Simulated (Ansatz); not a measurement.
# PF3 (phosphorus trifluoride): the energy, rung by rung

PF3 has 4 atoms, charge 0, and is taken as a singlet. SMILES: `FP(F)F`. Geometry: optimised at B3LYP/def2-SVP.

Quantity: the adiabatic ionisation energy (to the doublet cation, shapes relaxed at B3LYP/def2-SVP, no zero-point term), in eV. The values are calculated.

| level | kind | program | value (eV) | CPU time (all runs) |
| --- | --- | --- | --- | --- |
| BLYP/def2-TZVPP | GGA | Ansatz | 11.09 | 5 s |
| PBE/def2-TZVPP | GGA | Ansatz | 11.06 | 4.5 s |
| B3LYP/def2-TZVPP | global hybrid | Ansatz | 11.32 | 6.5 s |
| PBE0-D4/def2-TZVPP | global hybrid | Ansatz | 11.14 | 6.2 s |
| CAM-B3LYP/def2-TZVPP | range-separated hybrid | Ansatz | 11.36 | 7.2 s |
| wB97M-V/def2-TZVPP | range-separated hybrid | Ansatz | 11.33 | 19 s |
| B2PLYP/def2-TZVPP | double hybrid | Ansatz | 11.18 | 11 s |
| RPA@PBE/def2-TZVPP | RPA | Ansatz | 11.39 | 11 s |

The values span 11.06 to 11.39 eV. CPU times are rough (shared hosts, several kinds of processor and program).
